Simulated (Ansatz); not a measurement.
# SiHO2 (doublet): from Hartree-Fock to the top rungs, def2-QZVPP

One table from this session's results is given with a row withheld; the runs are named, their logs left out.

Method: def2-QZVPP, core rule «outside noble gas», up to 7 orbitals frozen; program: Ansatz 0.2.0, Gaussian basis.

The runs, in order: UHF; ROHF; CCSD(T) on UHF.

2 further runs of the same task are left out: 2 set aside as unsound or not needed.

## The geometry

The geometry is a PBE0/def2-TZVP stationary point (not a proven minimum).

4 atoms, charge 0, spin multiplicity 2.

Atoms are counted from 1 here; the program's logs count them from 0.

Bond lengths: O1–Si3 1.627 Å, O1–H4 0.965 Å, O2–Si3 1.525 Å. Angles: Si3–O1–H4 116.9°, O1–Si3–O2 127.5°.

Coordinates:

```xyz
4
charge 0, multiplicity 2
O     0.0000    0.1999    1.4346
O     0.0000    0.4066   -1.3852
Si    0.0000   -0.3871   -0.0832
H     0.0000    1.1595    1.5318
```

Set-up of the first run:

Input file in.yaml:

```yaml
crystal:
  periodic: [false, false, false]
  atoms:
    - {symbol: O, position_ang: [0.000000, 0.199858, 1.434628]}
    - {symbol: O, position_ang: [0.000000, 0.406627, -1.385152]}
    - {symbol: Si, position_ang: [0.000000, -0.387106, -0.083158]}
    - {symbol: H, position_ang: [0.000000, 1.159459, 1.531796]}
basis:
  gaussian: {orbitals: "def2-QZVPP.json"}
magnetization: {spin_polarized: true, initial_magnetization: 1}
hamiltonian: {xc: hf}
output: {orbitals: {seedname: orbitals}}
```

Command:

```
$ ansatz run in.yaml --threads 1 --pin off --events-out ev --progress --plain --max-ram 2393MiB
```

Steps of the session up to this table: UHF; ROHF; CCSD(T) on UHF.

One table of the session follows, with a row left open; its other results are not shown here.

| method | from UCCSD(T) (meV) |
| --- | --- |
| ROHF | +17516.1 |
| UHF | +17436.5 |
| UMP2 | ? |
| UCCSD | +780.9 |
| UCCSD(T) | 0 |

**Question.** Estimate the row for UMP2.

The run gave: from UCCSD(T) (meV): +639.9. In the column «from UCCSD(T) (meV)» it lies between UCCSD(T) (0) and UCCSD (+780.9).
